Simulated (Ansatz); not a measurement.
One structure, 3 elements: Li3Fe, Na3Fe, Rb3Fe

Plane-wave DFT in Ansatz with scalar-relativistic PAW potentials, cutoff 420 eV, Γ-centred meshes chosen by cell and gap, Gaussian smearing with energies taken to zero width. Every cell was relaxed (cell and atoms) in a run of its own, within the symmetry of its start. Functional: PBE.

All members share space group P6_3/mmc and the same sites; only the element on one set of sites changes (Li, Na, Rb). Members needn't be the stable form of their composition. Energies over the elements, where given, are against the elements' standard states in the same functional (H₂, N₂, O₂ and halogens uncorrected, Hg as a solid). The first member:

Space group P6_3/mmc (No. 194). a = 5.575 Å, b = 5.575 Å, c = 4.567 Å, α = 90.00°, β = 90.00°, γ = 120.00°
```tsv
atom	site	symmetry	x	y	z
Li	6h	mm2	0.8277	0.6554	0.2500
Fe	2c	-6m2	0.3333	0.6667	0.2500
```

Task: How do size, gap and binding change down the group?

Result:
```tsv
compound	V (Å³/atom)	a (Å)	c (Å)	energy over elements (eV/atom)	largest moment (μB)
Li3Fe	15.37	5.575	4.567	0.407	2.92
Na3Fe	27.30	6.819	5.422	0.689	3.20
Rb3Fe	57.57	8.980	6.595	0.842	3.32
```

Over the series the volume grows at each step down the group; all are metallic on the mesh; none is bound against its elements in this structure, and Li comes closest.

Only parallel moments were tried here. Magnetic cells started from one order each; another order can shift an energy by tens of meV per atom.